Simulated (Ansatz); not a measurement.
# One shape, several levels: AlNH2F (SMILES [NH2][Al][F])

Wanted: a comparison of 6 runs (U-revPBE/STO-3G, U-wB97M-V/STO-3G, UBHLYP/STO-3G, UPBE0/STO-3G, RPA@PBE/STO-3G, UCCSDT(Q)/STO-3G) of AlNH2F. 

Program for the calculation: Ansatz 0.2.0.

62 further runs of the same task are left out: 3 that didn't finish, 59 set aside as unsound or not needed.

## (1) The system as given

AlNH2F: 5 atoms, total charge 0, spin state doublet. SMILES: `[NH2][Al][F]`. The H5–N1 distance was set to 2.018 Å, away from the relaxed value. At this shape a bond of the SMILES string is far longer than usual.

Bond lengths: N1–Al2 1.765 Å, Al2–F3 1.658 Å, N1–H4 1.007 Å. Angles: N1–Al2–F3 117.4°, Al2–N1–H4 124.8°.

## (2) The energy at U-revPBE/STO-3G (run 1)

input.yaml reads:

```yaml
crystal:
  periodic: [false, false, false]
  atoms:
    - symbol: N
      position_ang: [-0.147697, 0.909405, 0.626811]
    - symbol: Al
      position_ang: [0.869003, 0.127605, 1.840111]
    - symbol: F
      position_ang: [1.465703, -1.376395, 1.480611]
    - symbol: H
      position_ang: [-0.567297, 1.818705, 0.727911]
    - symbol: H
      position_ang: [-0.621700, 0.088600, -1.154400]
basis:
  gaussian: {orbitals: STO-3G}
magnetization: {spin_polarized: true, initial_magnetization: 1}
hamiltonian: {xc: {name: revPBE}}
accuracy: high
```

The run is started by

```console
$ ansatz run input.yaml --threads 1 --pin off --max-ram 2610MiB --events-out events.jsonl --progress --plain --runs-dir runs
```

Log:

```text
Warning: RAYON_NUM_THREADS=1 ignored (pool sized by the plan → 1); use --threads N
Functional definition: revPBE
  name "revPBE"
  parameter kappa = 1.245
  parameter beta = 0.06672455060314922
  exchange = pbe_x(kappa = kappa, mu = beta*pi^2/3)
  correlation = pbe_c(beta = beta)
376 factors; integrals over basis functions are off by at most 3.1e-8 eV
mean field evaluation 1: about -10679.6982 eV, gradient 3.1e1 eV
mean field evaluation 2: about -10591.8604 eV, gradient 9.4e1 eV
mean field evaluation 4: about -10689.3778 eV, gradient 8.5e0 eV
mean field evaluation 8: about -10690.2426 eV, gradient 1.6e-1 eV
mean field evaluation 16: about -10690.2032 eV, gradient 1.4e-3 eV
mean field evaluation 32: about -10688.9954 eV, gradient 7.1e0 eV
mean field -10690.20321249 eV, -392.8577219789 hartree, gradient 5.1e-8 eV, S^2 0.846389; 4 other end points of the search recorded, 0 dependent functions left out
reference -10690.20321494 eV, -392.8577220689 hartree; 16, 15 occupied and 5, 6 virtual orbitals, 376 factors
Total energy: -10690.20321494 eV, -392.8577220689 hartree
```

Run time: 2.7 s. Hardware: 1 thread of Arm Neoverse V1, shared host; peak memory 0.13 GiB.

## (3) A single-point energy at U-wB97M-V/STO-3G (run 2)

molecule.yaml reads:

```yaml
crystal:
  periodic: [false, false, false]
  atoms:
    - {symbol: N, position_ang: [-0.147697, 0.909405, 0.626811]}
    - {symbol: Al, position_ang: [0.869003, 0.127605, 1.840111]}
    - {symbol: F, position_ang: [1.465703, -1.376395, 1.480611]}
    - {symbol: H, position_ang: [-0.567297, 1.818705, 0.727911]}
    - {symbol: H, position_ang: [-0.621700, 0.088600, -1.154400]}
basis:
  gaussian:
    orbitals: STO-3G
magnetization:
  spin_polarized: true
  initial_magnetization: 1
hamiltonian:
  xc: {name: wB97M-V}
accuracy: high
```

The run is started by

```console
$ ansatz run molecule.yaml --threads 1 --pin off --max-ram 2610MiB --events-out events.jsonl --progress --plain --runs-dir runs
```

Log, shortened:

```text
Warning: RAYON_NUM_THREADS=1 ignored (pool sized by the plan → 1); use --threads N
Functional definition: wB97M-V
  name "wB97M-V"
[...]
  gx(w, u) = 1 - cx + cx01*u + cx10*w
  gss(w, u) = css00 + css04*u^4 + css10*w + css20*w^2 + css43*w^4*u^3
  gos(w, u) = cos00 + cos10*w + (cos20 + cos21*u)*w^2 + (cos60 + cos61*u)*w^6
[...]
      + integral(e_c_pw_mod_opposite_spin*gos(b97_w_opposite, b97_u_opposite)) + vv10(b, c)
376 factors; integrals over basis functions are off by at most 3.1e-8 eV
154 factors; integrals over basis functions are off by at most 6.2e-10 eV
[...]
mean field -10692.65075580 eV, -392.9476675365 hartree, gradient 6.7e-8 eV, S^2 1.015574; 2 other end points of the search recorded, 0 dependent functions left out
reference -10692.65075829 eV, -392.9476676281 hartree; 16, 15 occupied and 5, 6 virtual orbitals, 376 factors
Total energy: -10692.65075829 eV, -392.9476676281 hartree
```

Run time: 36 s. Hardware: 1 thread of Arm Neoverse V1, shared host; peak memory 0.54 GiB.

Runs 3 to 5 aren't shown in full; the table further down has their settings and results.

## (4) The energy at UCCSDT(Q)/STO-3G (run 6)

run.yaml reads:

```yaml
crystal:
  periodic: [false, false, false]
  atoms:
    - symbol: N
      position_ang: [-0.147697, 0.909405, 0.626811]
    - symbol: Al
      position_ang: [0.869003, 0.127605, 1.840111]
    - symbol: F
      position_ang: [1.465703, -1.376395, 1.480611]
    - symbol: H
      position_ang: [-0.567297, 1.818705, 0.727911]
    - symbol: H
      position_ang: [-0.621700, 0.088600, -1.154400]
basis:
  gaussian: {orbitals: STO-3G}
total_charge: 0
magnetization: {spin_polarized: true, initial_magnetization: 1}
correlation: {method: ccsdt_q, frozen_orbitals: {Al: 5, F: 1, H: 0, "N": 1}}
accuracy: high
scf: {omitted_lower_state_checks: [cluster_reference, increment]}
```

The run is started by

```console
$ ansatz run run.yaml --threads 1 --pin off --max-ram 2610MiB --events-out events.jsonl --progress --plain --runs-dir runs
```

Log:

```text
Warning: RAYON_NUM_THREADS=1 ignored (pool sized by the plan → 1); use --threads N
[... 15 lines left out ...]
7 core orbitals not correlated: weight in the atoms' cores, before any rotation towards them, 1.000 or more for the frozen orbitals, at most 0.000 for the correlated occupied ones
[... 72 lines left out ...]
Total energy: -10664.52702182 eV, -391.9141393758 hartree
Checks for a lower state left out: cluster_reference, increment
```

It took 3.6 s on 1 thread of Arm Neoverse V1, shared host; peak memory 0.12 GiB.

## (5) Overview of the runs

| run | level | frozen core orbitals | energy (Eh) | ⟨S²⟩ | wall time |
| --- | --- | --- | --- | --- | --- |
| 1 | U-revPBE/STO-3G | – | -392.857722 | 0.846 | 2.7 s |
| 2 | U-wB97M-V/STO-3G | – | -392.947668 | 1.016 | 36 s |
| 3 | UBHLYP/STO-3G | – | -392.883680 | 1.185 | 5.7 s |
| 4 | UPBE0/STO-3G | – | -392.687102 | 1.030 | 8.1 s |
| 5 | RPA@PBE/STO-3G | 7 | -391.966866 | 0.842 | 4.8 s |
| 6 | UCCSDT(Q)/STO-3G | 7 | -391.914139 | 1.473 | 3.6 s |

## (6) Outcome

| quantity | value |
| --- | --- |
| run 6: total energy | -391.91414 Eh |
| run 6: correlation energy (7 core orbitals frozen) | -115.3 mEh |
| run 6: ⟨S²⟩ of the reference determinant | 1.473 |
| run 6: T1 diagnostic | 0.067 |

What this shows: Totals of different functionals can't be ranked against each other. In runs 1, 2, 3, 4, 5, 6 the basis is minimal, so the values are rough. Spin contamination of the reference: run 6 ⟨S²⟩ = 1.47, run 3 ⟨S²⟩ = 1.19, run 4 ⟨S²⟩ = 1.03, run 2 ⟨S²⟩ = 1.02. Where it is this large, the reference is a mixture of spin states, and values that rest on it are in doubt. All runs together took 61 s, the longest 36 s.
